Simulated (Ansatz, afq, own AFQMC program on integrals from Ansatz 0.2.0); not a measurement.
**CH$_{2}$O, singlet in cc-pVDZ, levels against CCSDTQ**

```xyz
4

O     0.0000    0.0000    0.6438
C     0.0000    0.0000   -0.6606
H     0.0000   -0.9567   -1.1734
H     0.0000    0.9567   -1.1734
```

Connectivity, by distances: O–CH2.

Basis cc-pVDZ. Noble-gas cores (and the filled d shells of Ga–Kr and In–Xe) are frozen. AFQMC by an in-house program on the Cholesky factors that Ansatz 0.2.0 writes for its CCSD(T) run. ph-AFQMC/CISD is guided by a CISD state made of CCSD amplitudes; releasing the constraint for a short imaginary time cuts its bias at the price of noise, slowly where states lie close. Uncertainties: one standard error, sampling alone.

Determinant: UHF, the one that the program's search chose, which needn't be the lowest solution. The geometry is a PBE0/def2-TZVP stationary point of this or a neighbouring charge and spin state.

No full CI on the walks' own integrals is used here; CCSDTQ serves as the reference and is uncertain by about the last step of the cluster series.

Cautions: an unrestricted solution with more broken spin lies lower (128 meV, ⟨S²⟩ 0.34), while this determinant keeps restricted orbitals.

The T1 diagnostic is 0.0198 and the weight of the determinant in the CISD state is 0.880. The ⟨S²⟩ of the determinant is 0.000 and the size of the correlated space is 12 electrons in 36 orbitals.

Reference: CCSDTQ, correlation energy -9.659 eV. The released energy is read at 2.40 1/Eh (meV from the phaseless value at times in 1/Eh: -4 ± 4 at 0.24, -8 ± 4 at 0.51, -15 ± 4 at 0.99, -10 ± 5 at 1.62, -12 ± 6 at 2.40).

```csv
level,E − E(reference) (kJ/mol),share of correlation (%)
HF,931.9,0.00
MP2,71.3,92.35
CCSD,34.8,96.27
CCSD(T),4.3,99.54
CCSDT,3.1,99.67
CCSDT(Q),-0.5,100.06
ph-AFQMC/CISD,1.0 ± 0.5,99.89
released AFQMC,-0.2 ± 0.6,100.02
```

CCSDT and higher add their correlation energy to the determinant of the CCSD(T) run, since their own runs factorise the integrals more tightly (a shift of under 2 meV). A walk keeps the symmetry of its determinant, which the program's search chose and which needn't be the lowest solution, so a lower state of the same spin and another symmetry isn't excluded. Released energies are given only where the last usable release times agree within the noise; a slower fall can still hide under it.
